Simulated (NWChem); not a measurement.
# B3LYP/pcseg-2 run of CH3ClSi (SMILES C[Si]Cl)

Aim: the vertical ionisation energy of CH3ClSi at B3LYP/pcseg-2, from 2 runs. 

Program for the calculation: NWChem 7.3.0.

## Step 1: The structure to begin with

CH3ClSi has 6 atoms, charge 0, and is taken as a singlet. As SMILES, `C[Si]Cl`. Geometry: relaxed at PBE0-D4/def2-TZVP.

Bond lengths: C1–Si2 1.887 Å, Si2–Cl3 2.093 Å, C1–H4 1.096 Å, C1–H5 1.093 Å, C1–H6 1.096 Å. Angles: C1–Si2–Cl3 98.3°, Si2–C1–H4 110.2°, Si2–C1–H5 111.6°, Si2–C1–H6 110.2°, H4–C1–H5 109.0°, H4–C1–H6 106.7°, H5–C1–H6 109.0°.

## Step 2: A single-point energy at B3LYP/pcseg-2

nw.nw

```
start nw
title "CH3ClSi"
memory total 2200 mb

geometry units angstrom noautosym nocenter noautoz
  C    -0.420900    0.376200   -0.177100
  Si    0.228200   -0.642100    1.273100
  Cl    1.857700   -1.533900    0.308500
  H     0.353800    1.065800   -0.531400
  H    -1.308700    0.949900    0.100100
  H    -0.668100   -0.280000   -1.019400
end

basis spherical bse
  * library pcseg-2
end

dft
  xc b3lyp
  grid fine
  convergence energy 1e-08
  iterations 100
  mulliken
  print low
end

task dft
```

Started as:

```bash
nwchem nw.nw > nw.out
```

Output:

```text
[...]
 d= 0,ls=0.0,diis     1   -789.6636539381 -9.18D+02  5.52D-03  8.06D-01     4.5
[...]
 d= 0,ls=0.0,diis     8   -789.7063267761  8.75D-09  4.13D-06  6.31D-07    30.3
         Total DFT energy =     -789.706326776076
      One electron energy =    -1345.088617887243
           Coulomb energy =      482.985798171207
    Exchange-Corr. energy =      -55.756749659190
 Nuclear repulsion energy =      128.153242599150
[...]
      Total Density - Mulliken Population Analysis
     ---------------------------------------------
    Atom       Charge   Shell Charges
 -----------   ------   -------------------------------------------------------
    1 C    6     6.31   2.00  0.52  0.47  0.12  1.41  1.38  0.39  0.01  0.01  0.00
    2 Si  14    13.55   2.01  0.46  1.51  1.03  0.89  5.90  0.49  0.97  0.13  0.01  0.14  0.01
    3 Cl  17    17.30   2.01  0.36  1.60  1.08  0.89  5.91  1.09  2.93  1.39  0.00  0.02  0.00
    4 H    1     0.95   0.43  0.43  0.04  0.01  0.04  0.00
    5 H    1     0.95   0.44  0.44  0.03  0.01  0.04  0.00
    6 H    1     0.95   0.43  0.43  0.04  0.01  0.04  0.00
[...]
```

Wall time 31 s (1 thread of Intel Xeon Platinum 8559C (Emerald Rapids), shared host); peak memory 0.12 GiB.

## Step 3: The doublet cation at the same level

sp.nw

```
start sp
title "CH3ClSi energy"
memory stack 880 mb heap 220 mb global 1100 mb
charge 1
geometry units angstrom noautosym nocenter noautoz
C    -0.420900    0.376200   -0.177100
Si    0.228200   -0.642100    1.273100
Cl    1.857700   -1.533900    0.308500
H     0.353800    1.065800   -0.531400
H    -1.308700    0.949900    0.100100
H    -0.668100   -0.280000   -1.019400
end
basis spherical bse
C library pcseg-2
Si library pcseg-2
Cl library pcseg-2
H library pcseg-2
end
dft
xc b3lyp
mult 2
grid fine
convergence energy 1e-08
iterations 100
mulliken
noprint "final vectors analysis"
end
task dft energy
```

Started as:

```bash
nwchem sp.nw > sp.out
```

Output:

```text
[...]
          Wavefunction type:  spin polarized.
          No. of atoms     :     6
          No. of electrons :    39
[...]
          Charge           :     1
          Spin multiplicity:     2
[...]
          AO basis - number of functions:   140
[...]
              XC Information
              --------------
                         B3LYP Method XC Potential
                     Hartree-Fock (Exact) Exchange  0.200
                        Slater Exchange Functional  0.800 local
                    Becke 1988 Exchange Functional  0.720 non-local
              Lee-Yang-Parr Correlation Functional  0.810
                  VWN I RPA Correlation Functional  0.190 local
[...]
 d= 0,ls=0.0,diis     1   -789.2036612992 -9.17D+02  7.69D-03  7.80D-01     5.6
[...]
 d= 0,ls=0.0,diis    13   -789.3785254399 -6.63D-09  3.05D-07  6.90D-10    63.4
[...]
         Total DFT energy =     -789.378525439928
      One electron energy =    -1335.070852949574
           Coulomb energy =      472.987652744195
    Exchange-Corr. energy =      -55.448567833699
 Nuclear repulsion energy =      128.153242599150
[...]
      Total Density - Mulliken Population Analysis
     ---------------------------------------------
    Atom       Charge   Shell Charges
 -----------   ------   -------------------------------------------------------
    1 C    6     6.27   2.00  0.53  0.50  0.14  1.40  1.37  0.32  0.01  0.01  0.00
    2 Si  14    13.12   2.01  0.46  1.51  1.07  0.55  5.90  0.47  0.96  0.03  0.01  0.14  0.01
    3 Cl  17    17.04   2.01  0.36  1.60  1.11  0.87  5.91  1.07  2.91  1.16  0.00  0.03  0.00
    4 H    1     0.85   0.42  0.39 -0.00  0.01  0.04  0.00
    5 H    1     0.87   0.43  0.40 -0.00  0.01  0.03  0.00
    6 H    1     0.85   0.42  0.39 -0.00  0.01  0.04  0.00
[...]
      <S2> =      0.7549 (Exact =     0.7500)
[...]
```

Run time: 64 s. Hardware: 1 thread of Intel Xeon Platinum 8559C (Emerald Rapids), shared host; peak memory 0.12 GiB.

## Step 4: What came out

At B3LYP/pcseg-2:

| quantity | value |
| --- | --- |
| singlet CH3ClSi: total energy | -789.70633 Eh |
| doublet cation: total energy | -789.37853 Eh |
| doublet cation: ⟨S²⟩ | 0.755 |
| vertical ionisation energy (to the doublet cation) | 8.920 eV |

In words: Removing an electron at fixed nuclei costs 8.92 eV (861 kJ/mol).
